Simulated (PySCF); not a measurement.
# AlSi: from the state search to spectroscopic constants, part 2 of 2

PySCF 2.14.0; Al def2-TZVPP, Si def2-TZVPP; no relativity.

### Step 10. B97-3 (global hybrid GGA)

Output of the SCF at 2.420 Å:

```text
[... 17 set-up lines left out, the same as in an earlier log ...]
XC functionals = HYB_GGA_XC_B97_3
    T. W. Keal and D. J. Tozer.,  J. Chem. Phys. 123, 121103 (2005)
[... 2 set-up lines left out, the same as in an earlier log ...]
init E= -531.765085462061
cycle= 1 E= -531.765678320859  delta_E= -0.000593  |g|= 0.00366  |ddm|= 0.13
cycle= 2 E= -531.765689381333  delta_E= -1.11e-05  |g|= 0.00249  |ddm|= 0.018
cycle= 3 E= -531.765693383823  delta_E= -4e-06  |g|= 0.00118  |ddm|= 0.00541
cycle= 4 E= -531.765694759538  delta_E= -1.38e-06  |g|= 0.000534  |ddm|= 0.00277
cycle= 5 E= -531.765695045089  delta_E= -2.86e-07  |g|= 7.51e-05  |ddm|= 0.000879
cycle= 6 E= -531.765695061754  delta_E= -1.67e-08  |g|= 3.53e-05  |ddm|= 0.000292
cycle= 7 E= -531.765695066517  delta_E= -4.76e-09  |g|= 9.31e-06  |ddm|= 0.0002
cycle= 8 E= -531.76569506683  delta_E= -3.13e-10  |g|= 3.46e-06  |ddm|= 4.7e-05
Extra cycle  E= -531.765695066847  delta_E= -1.68e-11  |g|= 4.16e-06  |ddm|= 1.82e-05
converged SCF energy = -531.765695066847  <S^2> = 3.7540123  2S+1 = 4.0020057
```

Re = 2.424 Å, ωe = 376 cm⁻¹, ωexe = 1.89 cm⁻¹, αe = 0.00151 cm⁻¹, Be = 0.2089 cm⁻¹, De = 2.54 eV, μ = -1.39 D.

### Step 11. M06-L

Log of the SCF at 2.420 Å:

```text
[... 13 set-up lines left out, the same as in an earlier log ...]
max_memory 2100 MB (current use 641 MB)
[... 3 set-up lines left out, the same as in an earlier log ...]
XC functionals = M06L
    Y. Zhao and D. G. Truhlar.,  J. Chem. Phys. 125, 194101 (2006)
    Y. Zhao and D. G. Truhlar.,  J. Chem. Phys. 125, 194101 (2006)
    Y. Zhao and D. G. Truhlar.,  Theor. Chem. Acc. 120, 215 (2008)
[... 2 set-up lines left out, the same as in an earlier log ...]
init E= -531.803417335946
cycle= 1 E= -531.806755368613  delta_E= -0.00334  |g|= 0.0095  |ddm|= 0.33
cycle= 2 E= -531.806760194088  delta_E= -4.83e-06  |g|= 0.00808  |ddm|= 0.0417
cycle= 3 E= -531.806763310989  delta_E= -3.12e-06  |g|= 0.00713  |ddm|= 0.0236
cycle= 4 E= -531.806825281745  delta_E= -6.2e-05  |g|= 0.00129  |ddm|= 0.0148
cycle= 5 E= -531.806827162267  delta_E= -1.88e-06  |g|= 0.000185  |ddm|= 0.00324
cycle= 6 E= -531.806827189804  delta_E= -2.75e-08  |g|= 0.000117  |ddm|= 0.00071
cycle= 7 E= -531.806827202527  delta_E= -1.27e-08  |g|= 2.41e-05  |ddm|= 0.000258
cycle= 8 E= -531.806827203636  delta_E= -1.11e-09  |g|= 5.05e-06  |ddm|= 0.00013
cycle= 9 E= -531.806827203686  delta_E= -5.02e-11  |g|= 1.15e-06  |ddm|= 2.72e-05
Extra cycle  E= -531.806827203688  delta_E= -1.36e-12  |g|= 9.69e-07  |ddm|= 5.03e-06
converged SCF energy = -531.806827203688  <S^2> = 3.7536357  2S+1 = 4.0018175
```

Re = 2.404 Å, ωe = 390 cm⁻¹, ωexe = 1.93 cm⁻¹, αe = 0.00152 cm⁻¹, Be = 0.2124 cm⁻¹, De = 2.88 eV, μ = -1.29 D. 21 s of CPU time for 12 points, integrals apart.

### Step 12. ωB97M-V (range-separated hybrid)

Log of the SCF at 2.420 Å:

```text
[... 17 set-up lines left out, the same as in an earlier log ...]
XC functionals = WB97M_V
    N. Mardirossian and M. Head-Gordon.,  J. Chem. Phys. 144, 214110 (2016)
** Following is NLC and NLC Grids **
NLC functional = WB97M_V
[... 2 set-up lines left out, the same as in an earlier log ...]
init E= -531.789587209867
cycle= 1 E= -531.79151399219  delta_E= -0.00193  |g|= 0.00955  |ddm|= 0.174
cycle= 2 E= -531.791644932615  delta_E= -0.000131  |g|= 0.0038  |ddm|= 0.0356
cycle= 3 E= -531.791676336155  delta_E= -3.14e-05  |g|= 0.00203  |ddm|= 0.0099
cycle= 4 E= -531.791693178542  delta_E= -1.68e-05  |g|= 0.00102  |ddm|= 0.00825
cycle= 5 E= -531.791699898667  delta_E= -6.72e-06  |g|= 0.000496  |ddm|= 0.00643
cycle= 6 E= -531.791701566934  delta_E= -1.67e-06  |g|= 0.000228  |ddm|= 0.00353
cycle= 7 E= -531.791701912758  delta_E= -3.46e-07  |g|= 7.72e-05  |ddm|= 0.00152
cycle= 8 E= -531.791701949761  delta_E= -3.7e-08  |g|= 2.15e-05  |ddm|= 0.000547
cycle= 9 E= -531.79170195189  delta_E= -2.13e-09  |g|= 8.33e-06  |ddm|= 0.000122
cycle= 10 E= -531.79170195212  delta_E= -2.3e-10  |g|= 2.2e-06  |ddm|= 4.68e-05
Extra cycle  E= -531.791701952135  delta_E= -1.46e-11  |g|= 1.12e-06  |ddm|= 6.83e-06
converged SCF energy = -531.791701952135  <S^2> = 3.7533639  2S+1 = 4.0016816
```

Re = 2.430 Å, ωe = 367 cm⁻¹, ωexe = 1.68 cm⁻¹, αe = 0.00148 cm⁻¹, Be = 0.2078 cm⁻¹, De = 2.50 eV, μ = -1.51 D. 1.7 min of CPU time for 12 points, integrals apart.

### Step 13. UHF

The SCF at the reference distance, 2.420 Å, printed:

```text
******** <class 'pyscf.scf.uhf_symm.SymAdaptedUHF'> ********
method = SymAdaptedUHF
[... 11 set-up lines left out, the same as in an earlier log ...]
max_memory 2100 MB (current use 703 MB)
[... 1 set-up line left out, the same as in an earlier log ...]
Overwritten attributes  get_hcore get_j get_k get_occ get_jk  of <class 'pyscf.scf.uhf_symm.SymAdaptedUHF'>
<class 'pyscf.scf.uhf_symm.SymAdaptedUHF'> does not have attributes  refdm
[... 1 set-up line left out, the same as in an earlier log ...]
init E= -530.774122711687
cycle= 1 E= -530.78491287394  delta_E= -0.0108  |g|= 0.0283  |ddm|= 0.145
cycle= 2 E= -530.785833201231  delta_E= -0.00092  |g|= 0.0102  |ddm|= 0.0427
cycle= 3 E= -530.786187132357  delta_E= -0.000354  |g|= 0.00576  |ddm|= 0.0286
cycle= 4 E= -530.786356114442  delta_E= -0.000169  |g|= 0.00298  |ddm|= 0.0243
cycle= 5 E= -530.786408856395  delta_E= -5.27e-05  |g|= 0.00201  |ddm|= 0.0127
cycle= 6 E= -530.78644597639  delta_E= -3.71e-05  |g|= 0.00116  |ddm|= 0.0143
cycle= 7 E= -530.786459150884  delta_E= -1.32e-05  |g|= 0.000689  |ddm|= 0.00903
cycle= 8 E= -530.786464096434  delta_E= -4.95e-06  |g|= 0.00033  |ddm|= 0.00662
cycle= 9 E= -530.786465054309  delta_E= -9.58e-07  |g|= 0.000108  |ddm|= 0.00316
cycle= 10 E= -530.786465129287  delta_E= -7.5e-08  |g|= 2.22e-05  |ddm|= 0.00108
cycle= 11 E= -530.786465131273  delta_E= -1.99e-09  |g|= 9.33e-06  |ddm|= 0.00013
cycle= 12 E= -530.786465131622  delta_E= -3.48e-10  |g|= 5.25e-06  |ddm|= 4.17e-05
Extra cycle  E= -530.786465131703  delta_E= -8.16e-11  |g|= 3.76e-06  |ddm|= 1.19e-05
converged SCF energy = -530.786465131703  <S^2> = 3.7693266  2S+1 = 4.0096516
```

Re = 2.475 Å, ωe = 346 cm⁻¹, ωexe = 1.66 cm⁻¹, αe = 0.00140 cm⁻¹, Be = 0.2003 cm⁻¹, De = 1.68 eV, μ = -1.79 D. 13 s of CPU time for 12 points, integrals apart.

### Step 14. Adding correlation

Reference: UHF; core orbitals frozen: 10.

Output of the coupled-cluster run at 2.420 Å:

```text
******** <class 'pyscf.cc.uccsd.UCCSD'> ********
CC2 = 0
CCSD nocc = (np.int64(5), np.int64(2)), nmo = (74, 74)
frozen orbitals [[0, 1, 2, 3, 4, 5, 6, 7, 8, 9], [0, 1, 2, 3, 4, 5, 6, 7, 8, 9]]
max_cycle = 80
direct = 0
conv_tol = 1e-07
conv_tol_normt = 1e-05
diis_space = 8
diis_start_cycle = 0
diis_start_energy_diff = 1e+09
max_memory 2100 MB (current use 842 MB)
Init t2, MP2 energy = -0.121492710255342
Init E_corr(UCCSD) = -0.121492710281005
cycle = 1  E_corr(UCCSD) = -0.139389741646735  dE = -0.0178970314  norm(t1,t2) = 0.0787131
cycle = 2  E_corr(UCCSD) = -0.144552226543242  dE = -0.0051624849  norm(t1,t2) = 0.0345206
cycle = 3  E_corr(UCCSD) = -0.148153081928557  dE = -0.00360085539  norm(t1,t2) = 0.0205966
cycle = 4  E_corr(UCCSD) = -0.148358732678169  dE = -0.00020565075  norm(t1,t2) = 0.00760739
cycle = 5  E_corr(UCCSD) = -0.148276800054842  dE = 8.19326233e-05  norm(t1,t2) = 0.00480832
cycle = 6  E_corr(UCCSD) = -0.148361880574275  dE = -8.50805194e-05  norm(t1,t2) = 0.00223507
cycle = 7  E_corr(UCCSD) = -0.148356367538671  dE = 5.5130356e-06  norm(t1,t2) = 0.000781823
cycle = 8  E_corr(UCCSD) = -0.148355415190364  dE = 9.52348307e-07  norm(t1,t2) = 0.000392761
cycle = 9  E_corr(UCCSD) = -0.148360236196865  dE = -4.8210065e-06  norm(t1,t2) = 0.000128778
cycle = 10  E_corr(UCCSD) = -0.148358421953799  dE = 1.81424307e-06  norm(t1,t2) = 4.31004e-05
cycle = 11  E_corr(UCCSD) = -0.148358355306682  dE = 6.66471167e-08  norm(t1,t2) = 1.59177e-05
cycle = 12  E_corr(UCCSD) = -0.148358616225185  dE = -2.60918503e-07  norm(t1,t2) = 6.53512e-06
cycle = 13  E_corr(UCCSD) = -0.148358809976646  dE = -1.93751461e-07  norm(t1,t2) = 2.38528e-06
cycle = 14  E_corr(UCCSD) = -0.148358823719081  dE = -1.3742435e-08  norm(t1,t2) = 8.18947e-07
UCCSD converged
E(UCCSD) = -530.9348239554222  E_corr = -0.1483588237190813
UCCSD(T) correction = -0.00904070349452509
```

Correlation energy (eV) along the bond:

```csv
R (Å),MP2,SCS-MP2,CCSD,CCSD(T),T1
2.081,-3.404,-3.394,n/a,n/a,n/a
2.178,-3.387,-3.377,-4.095,-4.346,0.024
2.275,-3.358,-3.348,-4.076,-4.326,0.027
2.347,-3.333,-3.322,-4.058,-4.306,0.029
2.420,-3.306,-3.294,-4.037,-4.283,0.031
2.493,-3.279,-3.266,-4.016,-4.259,0.032
2.589,-3.242,-3.230,-3.987,-4.227,0.034
2.710,-3.197,-3.186,-3.953,-4.189,0.035
2.856,-3.142,-3.136,-3.913,-4.144,0.038
3.049,-3.066,-3.072,n/a,n/a,n/a
```

UHF-MP2: Re = 2.419 Å, ωe = 385 cm⁻¹, ωexe = 1.58 cm⁻¹, αe = 0.00140 cm⁻¹, Be = 0.2097 cm⁻¹, De = 2.48 eV.

UHF-SCS-MP2: Re = 2.418 Å, ωe = 384 cm⁻¹, ωexe = 1.68 cm⁻¹, αe = 0.00145 cm⁻¹, Be = 0.2099 cm⁻¹, De = 2.26 eV.

UHF-CCSD: Re = 2.431 Å, ωe = 378 cm⁻¹, ωexe = 1.79 cm⁻¹, αe = 0.00143 cm⁻¹, Be = 0.2077 cm⁻¹, De = 2.30 eV.

UHF-CCSD(T): Re = 2.427 Å, ωe = 383 cm⁻¹, ωexe = 1.80 cm⁻¹, αe = 0.00142 cm⁻¹, Be = 0.2084 cm⁻¹, De = 2.45 eV.

### Step 15. All curves

Energy (eV) from each level's lowest point:

```csv
R (Å),UHF,UHF-MP2,UHF-SCS-MP2,UHF-CCSD,UHF-CCSD(T),PBE,BP86,r²SCAN,M06-L,r²SCANh,PBE0,B97-3,ωB97M-V
2.081,0.787,0.681,0.678,n/a,n/a,0.689,0.692,0.656,0.624,0.647,0.649,0.671,0.670
2.178,0.391,0.301,0.299,0.324,0.318,0.313,0.317,0.288,0.265,0.282,0.286,0.301,0.304
2.275,0.156,0.094,0.093,0.108,0.104,0.104,0.107,0.088,0.075,0.085,0.088,0.096,0.101
2.347,0.057,0.021,0.020,0.028,0.026,0.027,0.028,0.019,0.012,0.017,0.019,0.023,0.026
2.420,0.009,0.000,0.000,0.000,0.000,0.000,0.000,0.000,0.000,0.000,0.000,0.000,0.000
2.493,0.000,0.018,0.019,0.012,0.015,0.012,0.010,0.020,0.026,0.021,0.019,0.015,0.012
2.589,0.033,0.088,0.089,0.074,0.080,0.070,0.065,0.090,0.104,0.093,0.088,0.079,0.071
2.710,0.126,0.226,0.225,0.201,0.211,0.190,0.180,0.223,0.246,0.228,0.221,0.206,0.192
2.856,0.281,0.436,0.430,0.396,0.411,0.371,0.356,0.420,0.455,0.428,0.418,0.396,0.378
3.049,0.521,0.752,0.734,n/a,n/a,0.638,0.614,0.706,0.751,0.718,0.708,0.677,0.659
```

The whole job (state search and all levels along the bond) took 8.9 min on 1 thread of Intel Xeon Platinum 8259CL @ 2.50GHz (shared host), peak memory 2.6 GiB.

### Step 16. Constants by level of theory

This closing draws on all 2 parts.

Lowest PBE0 solution found, without spin–orbit coupling: ⁴Σ⁻ (quartet), unpaired electrons σ ↑, π ↑↑. State 2 has its PBE0 minimum 0.25 eV higher, as a spin-mixed determinant (⟨S²⟩ = 1.79), so this is no gap between pure states. State 3 has its PBE0 minimum 0.33 eV higher, as a spin-mixed determinant (⟨S²⟩ = 1.78), so this is no gap between pure states. State 4 has its PBE0 minimum 1.05 eV higher. The other levels ran on the lowest alone.

```csv
level,Re (Å),ωe (cm⁻¹),De (eV),μ (D)
UHF,2.475,346,1.68,-1.79
UHF-MP2,2.419,385,2.48,n/a
UHF-SCS-MP2,2.418,384,2.26,n/a
UHF-CCSD,2.431,378,2.30,n/a
UHF-CCSD(T),2.427,383,2.45,n/a
PBE,2.431,370,2.78,-1.18
BP86,2.435,366,2.70,-1.21
r²SCAN,2.415,383,2.75,-1.31
M06-L,2.404,390,2.88,-1.29
r²SCANh,2.413,384,2.69,-1.36
PBE0,2.416,380,2.64,-1.33
B97-3,2.424,376,2.54,-1.39
ωB97M-V,2.430,367,2.50,-1.51
```

De is counted to Al + Si in their ground configurations. A positive dipole means Al(−)Si(+).

Differences from CCSD(T) in the same basis:

```csv
level,Re (mÅ),ωe (%)
UHF,+49,-9.6
UHF-MP2,-8,+0.6
UHF-SCS-MP2,-8,+0.4
UHF-CCSD,+4,-1.1
PBE,+5,-3.2
BP86,+8,-4.4
r²SCAN,-11,+0.1
M06-L,-23,+1.9
r²SCANh,-14,+0.4
PBE0,-11,-0.6
B97-3,-3,-1.8
ωB97M-V,+3,-4.0
```

Time per point (s) on 1 thread of Intel Xeon Platinum 8259CL at 2.50GHz, shared host (CPU time, shared integrals of 0.62 s apart; correlated levels include their reference; CCSD comes with the CCSD(T) run); the times are rough: UHF 1.1, UHF-MP2 1.7, UHF-SCS-MP2 1.7, PBE 1.3, BP86 0.82, r²SCAN 1.7, M06-L 1.7, r²SCANh 2.4, PBE0 2.8, B97-3 1.5, ωB97M-V 8.7; the reference 19.

Cheap and still within 12 mÅ and 2.5 % of CCSD(T): UHF-MP2 (1.7 s), UHF-SCS-MP2 (1.7 s), r²SCAN (1.7 s), B97-3 (1.5 s), against 19 s for the dearest run.

**Reading.** Against CCSD(T) in the same basis, the bond length is nearest at B97-3 and ωB97M-V (3 mÅ off) and farthest at UHF (+49 mÅ); the wavenumber is nearest at r²SCAN (+0.1 %) and farthest at UHF (-9.6 %). Among the levels with a De in the table, it runs from 1.68 eV (UHF) to 2.88 eV (M06-L).

Correlated steps freeze 10 core orbitals.
